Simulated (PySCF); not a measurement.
trifluoromethane (CHF₃), SMILES FC(F)F.

The structure is a stationary point at B3LYP-D3(BJ)/def2-TZVP.

Method: ωB97X/def2-TZVPD (PySCF).

**Question.** Estimate the frontier levels, gap, dipole moment and polarisability. (The exact figures need the calculation; the answer reports its results.)

**Answer.** 
The highest occupied level comes out as -13.98 eV. The lowest empty level comes out as 2.10 eV and the orbital gap is 16.08 eV. The dipole moment is 1.63 D and the quadrupole, principal values (traceless, Buckingham form, about the centre of nuclear charge) is -1.82, -1.82, 3.63 D·Å. The mean static polarisability is 18.9 bohr³ (2.79 Å³) and the polarisability, principal values is 18.0, 19.3, 19.3 bohr³.
